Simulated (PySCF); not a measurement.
Molecule: `C=C(F)C=O`, C3H3FO.

Cartesian coordinates in Å; atom numbers follow the order of the lines, from 1:
```xyz
8

C    -1.348   -0.321    0.318
C    -0.199    0.278    0.009
F    -0.021    1.593    0.117
C     1.005   -0.437   -0.487
O     1.055   -1.628   -0.651
H    -2.209    0.244    0.677
H    -1.406   -1.404    0.201
H     1.871    0.238   -0.698
```

Geometry PBE0-D3(BJ)/def2-SVP throughout; GIAO in PySCF 2.14, gas phase, one conformer, non-relativistic; equivalent atoms averaged; basis pcSseg-2.

(1) How do the shifts δ (against TMS, CFCl3, H2O at the same level) depend on the functional? (ppm; last column core-seconds on shared hosts with different chips, so compare them loosely; the GGAs took longer than the global hybrids here, which isn't the general rule, and the cause wasn't traced)

(2) Which nucleus moves most, in ppm?

Results:

(1) 
```
functional                    kind     C4     C2     C1      F3     O5    H8    H7    H6  core-s
        HF            Hartree–Fock  192.7  165.6  111.6  -113.1  650.1  9.09  6.25  5.52     7.2
       LDA                     LDA  202.9  179.2  108.7  -136.3  699.9  9.99  5.90  4.98      15
       PBE                     GGA  194.1  173.5  104.3  -133.4  667.0  9.89  5.81  4.90      20
      BLYP                     GGA  193.2  174.7  103.9  -135.9  662.0  9.86  5.78  4.89      23
      BP86                     GGA  193.3  173.1  104.4  -134.4  659.8  9.85  5.80  4.90      20
      OPBE                     GGA  188.0  166.4  101.9  -124.8  642.1  9.85  5.84  4.91      20
       KT2                     GGA  181.8  165.3   97.1  -147.8  610.0  9.54  5.69  4.80      26
       KT3                     GGA  179.9  163.3   96.8  -139.1  603.9  9.56  5.71  4.81      21
     B97-D                     GGA  187.7  168.8  101.8  -131.7  632.4  9.75  5.78  4.89      18
     B3LYP           global hybrid  195.1  174.3  107.3  -129.0  668.5  9.66  5.90  5.07      12
      PBE0           global hybrid  195.9  172.7  108.0  -124.9  672.9  9.64  5.95  5.11      13
  mPW1PW91           global hybrid  195.7  172.8  108.4  -124.2  671.6  9.61  5.95  5.12      13
      WP04           global hybrid  193.3  173.9  111.2  -125.0  629.9  9.25  5.90  5.08      15
     B97-2           global hybrid  191.6  169.7  105.9  -124.4  649.7  9.58  5.91  5.07      15
 BHandHLYP           global hybrid  195.8  172.2  110.3  -122.3  668.7  9.40  6.06  5.28      15
 CAM-B3LYP  range-separated hybrid  199.5  176.3  109.9  -123.4  677.7  9.59  5.98  5.21      20
   wB97X-D  range-separated hybrid  197.5  173.9  109.3  -120.1  672.9  9.57  5.97  5.19      18
   LC-wPBE  range-separated hybrid  204.3  177.4  113.5  -110.3  680.7  9.52  6.05  5.33      28
```

(2) O5 (aldehyde oxygen): from 603.9 ppm with KT3 to 699.9 ppm with LDA. The smallest spread is 0.56 ppm, at H7. Proton shifts span only some 12 ppm, so a few tenths of a ppm matter as much there as several ppm in carbon.
